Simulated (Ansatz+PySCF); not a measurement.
## singlet C2H2: levels of theory in one basis

```
atom   x (Å)   y (Å)    z (Å)
   C  0.0000  0.0000  -0.6526
   C  0.0000  0.0000   0.6526
   H  0.0000  0.0000  -1.8136
   H  0.0000  0.0000   1.8136
```

Basis set: def2-SVP (spherical functions). Correlated methods keep 2 orbitals frozen. Charge 0, multiplicity 1.

Computed with Ansatz (development build ahead of 0.2.0); each method stands on the lowest determinant of its kind that the runs found. NEVPT2 correlates all electrons. Active spaces start from the frontier orbitals, and the lowest solution found is given.

```csv
method,E − E(RHF) (eV),<S²> of the determinant
RHF,0.00,0.00
UHF,-0.11,0.46
RHF-MP2,-7.45,–
UHF-MP2,-6.55,0.46
RHF-CCSD,-7.83,–
UHF-CCSD,-7.81,0.46
RHF-CCSD(T),-8.21,–
UHF-CCSD(T),-8.17,0.46
"SC-NEVPT2(4,4)",-7.51,–
```

Task: What does CASSCF(4,4) give on the same scale?

Result: -2.17 eV.

Task: Is a single determinant a sound starting point here?

Result: Only with care. Unrestricted orbitals gain 0.11 eV and <S²> is 0.46 against 0.00 for a pure state, so spin symmetry breaks but gains little energy; restricted orbitals can still serve. The CASSCF(4,4) natural occupations are 1.92, 1.92, 0.08, 0.08.

Caution for UHF, UHF-MP2, UHF-CCSD, UHF-CCSD(T): the unrestricted determinant is spin contaminated; the determinant breaks the point group. Caution for UHF-MP2: another reference gives a lower total.
